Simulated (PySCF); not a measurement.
**Stationary points of FSN**

Level of theory: B3LYP in PySCF with S def2-TZVP, N def2-TZVP, F def2-TZVP; no relativity; density-fitted integrals.

Relaxations began from a few typed shapes. The search is not exhaustive: other isomers or separated fragments can lie lower, and high-lying points may rest on an excited occupation.

(1) Which is the lowest minimum found?
A. singlet Cs: S–F 1.669 Å, S–N 1.440 Å; F–S–N 116.5°
B. singlet C∞v: S–F 1.843 Å, S–N 1.442 Å; F–S–N 180.0°

## Answers

(1) A. The others lie at 135.0 (singlet C∞v, a saddle point) kJ/mol above it.

Counting electrons, sulfur keeps 2 of its valence electrons outside its bonds, so the VSEPR class is AX2E1 and the expected shape is bent; with unlike ligands the computed point group is Cs.
